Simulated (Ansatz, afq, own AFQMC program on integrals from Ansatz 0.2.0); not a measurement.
## Where AFQMC and coupled cluster stand for Ge, triplet

A free Ge atom.

Basis def2-SVP. Noble-gas cores (and the filled d shells of Ga–Kr and In–Xe) are frozen. AFQMC by an in-house program on the Cholesky factors that Ansatz 0.2.0 writes for its CCSD(T) run. ph-AFQMC/CISD is guided by a CISD state made of CCSD amplitudes; releasing the constraint for a short imaginary time cuts its bias at the price of noise, slowly where states lie close. Free AFQMC starts from the CCSD state and is never constrained. Its projection time is finite, and what remains of the start isn't in its error. Error bars are statistical, one sigma. No spin–orbit coupling.

Determinant: UHF, the one that the program's search chose, which needn't be the lowest solution.

Full CI on the same integrals is exact in this basis and with this determinant's frozen core.

Cautions: no relativity below Rb; no spin-orbit coupling; inner d shell frozen.

- T1 diagnostic: 0.0081
- weight of the determinant in the CISD state: 0.948
- ⟨S²⟩ of the determinant: 2.009
- size of the correlated space: 4 electrons in 18 orbitals

```json
{"level": "MP2", "correlation energy (eV)": "-1.1153"}
{"level": "CCSD", "correlation energy (eV)": "-1.5487"}
{"level": "CCSD(T)", "correlation energy (eV)": "-1.5716"}
```

Q: Estimate where full CI lies against CCSD(T) on the same integrals.

A: 0.32 mEh below CCSD(T).

Reference: full CI, correlation energy -1.580 eV. The released energy is read at 1.50 1/Eh (meV from the phaseless value at times in 1/Eh: -0.6 ± 0.6 at 0.24, -1.0 ± 0.5 at 0.50, -1.1 ± 0.4 at 1.00, -1.1 ± 0.3 at 1.50).

```
         level  E − E(reference) (mEh)  share of correlation (%)
       CCSD(T)                    0.32                     99.45
         CCSDT                    0.03                     99.94
      CCSDT(Q)                    0.01                     99.99
   ph-AFQMC/HF             2.14 ± 0.36                     96.32
 ph-AFQMC/CISD             0.09 ± 0.02                     99.85
released AFQMC             0.05 ± 0.01                     99.92
    free AFQMC             0.00 ± 0.01                    100.00
```

CCSDT and higher add their correlation energy to the determinant of the CCSD(T) run, since their own runs factorise the integrals more tightly (a shift of under 2 meV). Free projections are given only where their last times agree within the noise and don't stop above the reference; a slow remainder of the start can still hide under it. A walk keeps the symmetry of its determinant, which the program's search chose and which needn't be the lowest solution, so a lower state of the same spin and another symmetry isn't excluded. Released energies are given only where the last usable release times agree within the noise; a slower fall can still hide under it.
